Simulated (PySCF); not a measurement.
Method: PBE-D3(BJ)/def2-TZVP // PBE0-D3(BJ)/def2-TZVP (PySCF). All species are isolated molecules in the gas phase. One relaxed conformer stands for a flexible species; it need not be the lowest. 

Reference species (SMILES): `C=C=C` (neutral, multiplicity 1).

| Property | Value |
|---|---|
| HOMO–LUMO gap | 5.85 eV |
| HOMO | -6.55 eV |

Changed species: `[AlH2][CH]=C=C` (X = AlH2; the reference has X = H).

### Question
Give the shifts of the HOMO–LUMO gap and HOMO.

### Answer
the HOMO–LUMO gap falls by 2.19 eV, to 3.66 eV; the HOMO rises by 0.49 eV, to -6.06 eV.
